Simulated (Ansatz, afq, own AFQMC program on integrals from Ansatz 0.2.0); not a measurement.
## AlHO, singlet → AlHO, triplet, worked out

```yaml
atoms:
  - { symbol: Al, position_ang: [0.0000, 0.0000, 1.4330] }
  - { symbol: O, position_ang: [0.0000, 0.0000, -0.2415] }
  - { symbol: H, position_ang: [0.0000, 0.0000, -1.1915] }
```

Connectivity, by distances: Al–OH.

Both states at this geometry.

Basis cc-pVDZ. Noble-gas cores (and the filled d shells of Ga–Kr and In–Xe) are frozen. AFQMC by an in-house program on the Cholesky factors that Ansatz 0.2.0 writes for its CCSD(T) run. ph-AFQMC/CISD is guided by a CISD state made of CCSD amplitudes; releasing the constraint for a short imaginary time cuts its bias at the price of noise, slowly where states lie close. Error bars are statistical, one sigma.

Total energies in eV. CBS is CCSD(T) at the limit of def2-TZVPP/QZVPP (extrapolated itself); the highest rung of each member is named.

Cautions: AlHO (singlet): the ph-AFQMC/HF walk drifts between its halves (2.2 errors); AlHO (triplet): another spin lies lower; core correlation is missing, and it shifts such a gap most where an s electron is promoted.

| member | count | CCSD(T)/cc-pVDZ | highest rung in cc-pVDZ | which | CCSD(T)/CBS |
| --- | --- | --- | --- | --- | --- |
| AlHO, triplet | +1 | -8640.6624 | -8640.6912 | CCSDT(Q) | -8645.1195 |
| AlHO, singlet | -1 | -8644.0900 | -8644.1231 | CCSDT(Q) | -8648.4327 |

Task: Work out the best estimate of the vertical spin gap: the CCSD(T)/CBS difference plus the step from CCSD(T) to the highest rung.

Result: Sums with the counts: CCSD(T)/CBS 3.3132 eV, highest rung 3.4319 eV, CCSD(T)/cc-pVDZ 3.4276 eV. The step is 3.4319 − 3.4276 = 0.0043 eV, so the best estimate is 3.3132 + (0.0043) = 3.3175 eV. The basis set is worth -0.114 eV of it. Zero-point, core-correlation and spin–orbit terms aren't in it. Past Ne the Hartree–Fock part of each CBS total tends to overshoot, since the cores don't follow the formula; that largely cancels in the difference.

Best estimates are given only where the step beyond CCSD(T) is under 0.3 eV and no member's determinant is very poor (T1 over 0.05, or 0.07 for open shells, ⟨S²⟩ too high by 0.3, two states mixed), so the hardest cases are missing from such tables.

CCSDT and higher add their correlation energy to the determinant of the CCSD(T) run, since their own runs factorise the integrals more tightly (a shift of under 2 meV). Each member of a difference takes its own highest rung, so a best estimate needn't equal the limit plus the step of one row.
